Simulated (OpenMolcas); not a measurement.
**BH2F (SMILES [H]B([H])F): the energy, rung by rung**

BH2F has 4 atoms, charge 0, and is taken as a singlet. As SMILES, `[H]B([H])F`. The shape is that of a GFN2-xTB optimisation.

```xyz
4

B     0.0300    0.0492    0.0006
H     1.1984   -0.0340    0.0156
H    -0.5783    1.0502   -0.0194
F    -0.6501   -1.0654    0.0032
```

Each level gives the energy change with the B1–F4 bond stretched from 1.306 to 2.611 Å (eV). The values are calculated.

| level | kind | program | value (eV) | less FCI/STO-3G | CPU time (all runs) |
| --- | --- | --- | --- | --- | --- |
| r2SCAN/STO-3G (restricted) | meta-GGA | OpenMolcas | 8.44 | +1.92 | 9.2 s |
| B3LYP/STO-3G (restricted) | global hybrid | OpenMolcas | 8.55 | +2.03 | 6.9 s |
| M06-2X/STO-3G (restricted) | hybrid meta-GGA | OpenMolcas | 9.30 | +2.78 | 7.8 s |
| B2PLYP/STO-3G (restricted) | double hybrid | OpenMolcas | 8.40 | +1.88 | 6.2 s |
| MP2/STO-3G (restricted) | perturbation theory | OpenMolcas | 8.28 | +1.76 | 3 s |
| CASSCF(2,2)/STO-3G | multireference | OpenMolcas | 5.68 | -0.84 | 3.5 s |
| MRCI(2,2)/STO-3G | multireference | OpenMolcas | 6.42 | -0.10 | 3.2 s |
| CISD/STO-3G (restricted) | coupled cluster or CI | OpenMolcas | 6.77 | +0.25 | 3.2 s |
| FCI/STO-3G | exact in the basis | OpenMolcas | 6.52 | 0.00 | 7.7 s |

FCI/STO-3G is exact within its basis and frozen core, so for wave-function methods in that basis the difference is their error; functionals converge differently with the basis, so for them it is only a difference. The first shape isn't each level's own minimum. The values span 5.68 to 9.30 eV. All rows use very small basis sets, so even the best lies far from the true value. Times are those of the runs behind each value, whatever else they computed, on shared processors of several kinds: orders of magnitude only.
